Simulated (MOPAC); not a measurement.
MOPAC input (PM6):

```
PM6 1SCF UHF MS=0.5 GEO-OK AUX(PRECISION=9) THREADS=1
C2H3O2

C    -0.89003452 1   -0.00503940 1    0.00658504 1
O    -0.81527396 1   -1.01562247 1    0.64008523 1
O     0.16868768 1    0.71691379 1   -0.45026202 1
H    -1.81180777 1    0.49694744 1   -0.30468965 1
C     1.42724168 1    0.27544195 1   -0.17823519 1
H     1.55398746 1   -0.63018598 1    0.38924230 1
H     2.20726758 1    0.90049269 1   -0.57323748 1
```

Question: What heat of formation does the run end on, and which ionisation energy by Koopmans theorem?

Answer: -53.13 kcal/mol; 9.39 eV.
